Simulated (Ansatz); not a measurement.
bcc Fe was calculated with HSE06 (PAW; Ansatz, an electronic-structure program).

From the output:

```
WARN output.stress: scf.exx.energy_threshold = 1e-6 eV is looser than the 1e-8 eV advised for a stress under a hybrid functional (1e-8 eV for each atom of the …
Crystal: 1 atoms, lattice volume = 11.777 Å³
Basis set: ecut = 460 eV, 249 PW (Γ), exchange–correlation on 36×36×36 points (8 copies of the dense FFT grid, shifted against one another)
Bands: 14, of which v1, the nominal top of the filled ones, is band 8 counted from 1 (7 counted from 0)
Symmetry: 48 space group operations
Space group: Im-3m (ITA 229), of the structure as read, at distance tolerance 2.3e-5 Å
k-points: 145 of 4096
Initial density: superposition of atomic densities (chi_scale 0.1, normalization cell)
SCF 1 converged in 15 iterations: F = -4480.480230 eV  dr2 = 1.35e-11
Crystal: 1 atoms, lattice volume = 11.777 Å³
Initial density: handed on by an earlier stage of this run
Crystal: 1 atoms, lattice volume = 11.777 Å³
Crystal: 1 atoms, lattice volume = 11.777 Å³
SCF 4 converged in 5 iterations: F = -4479.024814 eV  dr2 = 9.15e-11
Magnetization: 2.8411 μB (9.4206 up, 6.5794 down)
Free energy (F): -4479.024814 eV
Internal energy: -4479.020758 eV  (E = F + TS)
E sigma→0 (E₀):  -4479.022786 eV
Fermi energy:    17.970416 eV
--- Stress (GPa, compression-positive) ---
        8.390275       0.000000       0.000000
        0.000000       8.390275       0.000000
       -0.000000      -0.000000       8.390275
  P = ⅓ Tr σ = 8.3903 GPa (83.903 kbar)
```

Problem. Write an input file that could have produced this run (the log leaves some choices open).

Solution. This is not unique; one that fits is 
Ansatz 0.2 input:
```yaml
crystal:
  lattice:
    - [-1.43325, 1.43325, 1.43325]
    - [1.43325, -1.43325, 1.43325]
    - [1.43325, 1.43325, -1.43325]
  atoms:
    - { symbol: Fe, position: [0.0, 0.0, 0.0], spin: 2.5 }
basis:
  ecutwfc: 460
  ecutrho_ratio: 4
  xc_grid: 2
kpoints:
  mp_grid: { grid: [16, 16, 16] }
hamiltonian:
  xc: hse06
  dispersion: none
  pseudopotentials: { kind: paw }
scf:
  occupations: { method: fermi_dirac, width: 0.05 }
  convergence: { dr2_threshold: 0.0000000001 }
output:
  forces: false
  stress: true
  eigenvalues: true
magnetization:
  spin_polarized: true
```

The PAW data were made under PBE.

Note: the run warned that the count of filled bands differs between k points. Note: cell and atoms aren't relaxed at this level (pressure 8.4 GPa).

It cost around 10 core-minutes (rough) of CPU time.
